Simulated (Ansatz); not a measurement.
A made-up structure of CH₅SSi (charge -1), closed shell:

```
8
angstrom
Si 0.5430 0.1447 0.4316
C -0.6750 0.2566 -1.1088
S 0.7788 -1.5766 0.9496
H -1.5803 0.2629 -0.5573
H -0.6332 1.3112 -1.2070
H 0.0474 0.8461 1.5624
H 1.8070 0.6912 0.0853
H 0.2792 -2.1344 -0.1795
```

It is relaxed with PBE-D4/def2-SVPD and then PBE0-D4/def2-TZVPD (Ansatz 0.2.0). Atoms count as bonded within 1.22 times the sum of their covalent radii (H–H: 0.88 Å). The end point is not checked to be a true minimum.

(1) Does its bonding change? (Judge from chemistry; the calculation decides.)

Results:

(1) Computed: No: no bond forms or breaks.

Where it ends: The first stage lowers the energy by 2.90 eV in 14 steps. It ends as CH₅SSi ([CH2][SiH2][SH]), total charge -1:
```
8
angstrom
Si 0.3775 0.3002 0.4300
C -0.8165 0.8024 -0.7467
S 0.7564 -1.8879 1.0100
H -1.8812 0.6529 -0.5732
H -0.5384 0.8112 -1.8002
H 0.1454 0.7240 1.8548
H 1.7655 0.7347 0.0565
H 0.7583 -2.3360 -0.2549
```

Labels in which every atom is bracketed show which atoms are joined, not bond orders.

For scale, one of the runs: PBE0-D4/def2-TZVPD relaxation, 171 basis functions, launched by `ansatz run in.yaml --threads 2 --pin off --events-out ev --progress --plain --max-ram 4352MiB`. The run took about 20 s on 2 CPU threads of an Intel Xeon 6975P-C (shared host).
